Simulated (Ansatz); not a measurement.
Reactions of C3H5NO (`COC1=NC1`).

Isolated molecules relaxed with PBE0-D4/def2-TZVP in Ansatz; ΔE leaves out vibrations. CBS: MP2 limit from def2 TZ/QZ plus the TZ coupled-cluster correction, frozen cores. This one scheme is used for every species. Functionals use def2-TZVPP. Each species was taken in one conformer, which may not be the lowest.

```tsv
reaction	revPBE-D4 (kJ/mol)
`COC1=NC1` → `CC(=N)C=O`	-147
`COC1=NC1` → `C=CC(N)=O`	-214
`COC1=NC1` + H₂ → `C1=NC1` + CH₃OH	-17
`COC1=NC1` → `CC1=NCO1`	-101
```

Problem. Give the CCSD(T)/CBS values in the same order. (An estimate is asked.)

Solution. The calculation gave: -156, -223, -39, -108 kJ/mol.

Largest T1 diagnostic: 0.015, for `C=CC(N)=O`.
